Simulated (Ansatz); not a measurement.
We consider A-type hexagonal La₂O₃, described by PBE-D4 (Ansatz, a quantum-chemistry and plane-wave program, PAW).

Settings: plane-wave cutoff 500 eV, 12×12×6 k mesh (along the axes of the cell as run), gaussian smearing 0.02 eV, scalar-relativistic PAW data made under PBE.

Cell (relaxed at this level):

La2O3 has the trigonal space group P-3m1 (No. 164), Pearson symbol hP5. Conventional cell: a = b = 3.9201 Å, c = 6.1015 Å, α = β = 90.00°, γ = 120.00°. La on 2d has 4 O at 2.357–2.441 Å and 3 O at 2.716 Å. O1 on 1a is surrounded by 6 La at 2.716 Å (octahedral). O2 on 2d is surrounded by 4 La at 2.357–2.441 Å (tetrahedral). (Neighbours: up to the widest gap in distance over summed covalent radii, below 1.35, at either atom; cation-cation and far metal-metal contacts left out.)

Task: Give the computed band gap.

Result: 
- band gap: 3.85 eV (on the SCF k mesh)

Spin–orbit coupling is not included.

Static lattice: no zero-point or thermal effects.

The result took very roughly 100 core-seconds.
